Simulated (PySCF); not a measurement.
# NH3S (Thiohydroxylamine) at 6 levels

Wanted: a comparison of 6 runs (B3LYP/STO-6G, PBE0/STO-6G, wB97X-V/STO-6G, QCISD(T)/STO-6G, CISD/STO-6G, UCCSD(T)/STO-6G) of NH3S (Thiohydroxylamine). The job is set up through a Python script.

The calculation is run with PySCF 2.14.0.

5 further runs of the same task are left out: 5 set aside as unsound or not needed.

## (1) The structure to begin with

NH3S has 5 atoms, charge 0, and is taken as a singlet. SMILES: `NS`. The S2–H5 distance was set to 3.747 Å, away from the relaxed value. At this shape a bond of the SMILES string is far longer than usual.

Bond lengths: N1–S2 1.719 Å, N1–H3 1.015 Å, N1–H4 1.015 Å. Angles: S2–N1–H3 109.8°, S2–N1–H4 109.7°, H3–N1–H4 108.9°.

## (2) A single-point energy at B3LYP/STO-6G (run 1)

Contents of calc.py:

```python
from pyscf import gto, dft

mol = gto.Mole()
mol.atom = '''
N     -3.529353    -2.401313     2.437049
S     -2.903797     0.361032     4.028255
H     -3.193359    -3.900414     3.584359
H     -5.368491    -2.434043     1.893734
H      2.107876     2.604874    -0.443821
'''
mol.spin = 0
mol.unit = 'bohr'
mol.max_memory = 1860
mol.basis = 'sto-6g'
mol.verbose = 3
mol.build()

calc0 = dft.RKS(mol, xc='b3lyp')
calc0.conv_tol = 1e-10
calc0.grids.level = 5
calc0.kernel()
if not calc0.converged:
    calc0 = calc0.newton().run(calc0.mo_coeff, calc0.mo_occ)

e_tot = calc0.e_tot
print(f'total energy: {e_tot:.8f} hartree')
```

Launch:

```bash
$ OMP_NUM_THREADS=1 python calc.py
```

The program printed:

```text
SCF not converged.
SCF energy = -452.874905388156
converged SCF energy = -452.874905388157
total energy: -452.87490539 hartree
```

It took 10 s on 1 thread of Arm Neoverse V2, shared host; peak memory 0.21 GiB.

## (3) The energy at PBE0/STO-6G (run 2)

Contents of start.xyz:

```xyz
5
H3NS
N     -1.867653    -1.270720     1.289631
S     -1.536623     0.191050     2.131661
H     -1.689853    -2.064010     1.896761
H     -2.840883    -1.288040     1.002121
H      1.115440     1.378440    -0.234860
```

Contents of run.py:

```python
from pyscf import gto, dft

molecule = gto.Mole()
molecule.atom = 'start.xyz'
molecule.charge = 0
molecule.basis = 'sto-6g'
molecule.verbose = 3
molecule.max_memory = 1860
molecule.build()

myscf = dft.RKS(molecule)
myscf.xc = 'pbe0'
myscf.grids.level = 5
myscf.conv_tol = 1e-10
myscf.kernel()
if not myscf.converged:
    myscf = myscf.newton().run(myscf.mo_coeff, myscf.mo_occ)

energy = myscf.e_tot
print('Final energy', energy)
```

Launch:

```bash
$ OMP_NUM_THREADS=1 python run.py
```

The program printed:

```text
converged SCF energy = -452.667090110736
Final energy -452.6670901107361
```

Wall time 5.7 s (1 thread of Arm Neoverse V2, shared host); peak memory 0.19 GiB.

Runs 3 to 5 aren't shown in full; the table further down has their settings and results.

## (4) A single-point energy at UCCSD(T)/STO-6G (run 6)

Contents of job.py:

```python
from pyscf import gto, scf, cc

mol = gto.M(
    atom='''
N     -1.867653    -1.270720     1.289631
S     -1.536623     0.191050     2.131661
H     -1.689853    -2.064010     1.896761
H     -2.840883    -1.288040     1.002121
H      1.115440     1.378440    -0.234860
''',
    verbose=3,
    spin=0,
    max_memory=1860,
    basis='sto-6g',
)

mf = scf.UHF(mol)
mf.conv_tol = 1e-10
mf.kernel()
if not mf.converged:
    mf = mf.newton().run(mf.mo_coeff, mf.mo_occ)
for _ in range(3):
    mo, _, stable, _ = mf.stability(return_status=True)
    if stable:
        break
    mf.kernel(mf.make_rdm1(mo, mf.mo_occ))

mycc = cc.CCSD(mf, frozen=6)
mycc.kernel()
e_t = mycc.ccsd_t()
e_final = mycc.e_tot + e_t
print(f'total energy: {e_final:.8f} hartree')
```

Launch:

```bash
$ OMP_NUM_THREADS=1 python job.py
```

The program printed:

```text
converged SCF energy = -451.787527075016  <S^2> = 3.2617464e-11  2S+1 = 1
<class 'pyscf.scf.uhf.UHF'> wavefunction has an internal instability
converged SCF energy = -452.026936414256  <S^2> = 1.0016088  2S+1 = 2.2375064
<class 'pyscf.scf.uhf.UHF'> wavefunction is stable in the internal stability analysis
E(UCCSD) = -452.1090752529529  E_corr = -0.08213883869703331
UCCSD(T) correction = -0.000828407787657083
total energy: -452.10990366 hartree
```

Run time: 0.95 s. Hardware: 1 thread of Arm Neoverse V2, shared host; peak memory 0.12 GiB.

## (5) The series

| run | level | nlc grid | integration grid | energy (Eh) | dipole moment (D) of the reference | HOMO energy (eV) | LUMO energy (eV) | wall time |
| --- | --- | --- | --- | --- | --- | --- | --- | --- |
| 1 | B3LYP/STO-6G | – | 5 | -452.874905 | 3.52 | -2.34 | -1.35 | 10 s |
| 2 | PBE0/STO-6G | – | 5 | -452.667090 | 3.35 | -2.39 | -1.20 | 5.7 s |
| 3 | wB97X-V/STO-6G | 1 | 5 | -452.755950 | 3.48 | -3.86 | 0.19 | 23 s |
| 4 | QCISD(T)/STO-6G | – | – | -452.114010 | 3.21 | -3.38 | 0.78 | 0.72 s |
| 5 | CISD/STO-6G | – | – | -452.065946 | 3.21 | -3.38 | 0.78 | 0.74 s |
| 6 | UCCSD(T)/STO-6G | – | – | -452.109904 | 1.50 | -6.49 | 6.15 | 0.95 s |

## (6) Results

```
                                          quantity          value
                               run 6: total energy  -452.10990 Eh
       run 6: dipole moment (Hartree–Fock density)         1.50 D
        run 6: HOMO energy (Hartree–Fock orbitals)       -6.49 eV
        run 6: LUMO energy (Hartree–Fock orbitals)        6.15 eV
      run 6: HOMO–LUMO gap (Hartree–Fock orbitals)       12.64 eV
run 6: correlation energy (6 core orbitals frozen)      -83.0 mEh
                             run 6: (T) correction      -0.83 mEh
          run 6: ⟨S²⟩ of the reference determinant          1.002
                              run 6: T1 diagnostic          0.021
```

In words: Over runs 1, 2, 3 the dipole moment (its size) runs from 3.35 D (PBE0/STO-6G) to 3.52 D (B3LYP/STO-6G). Over runs 1, 2, 3 the HOMO–LUMO gap runs from 0.99 eV (B3LYP/STO-6G) to 4.05 eV (wB97X-V/STO-6G). Totals of different functionals can't be ranked against each other. In runs 1, 2, 3, 4, 5, 6 the basis is minimal, so the values are rough. In runs 1, 2, 3, 4, 5 a closed-shell determinant meets a far-stretched bond, which it describes badly. Spin contamination of the reference: run 6 ⟨S²⟩ = 1.00. Where it is this large, the reference is a mixture of spin states, and values that rest on it are in doubt. All runs together took 42 s, the longest 23 s.
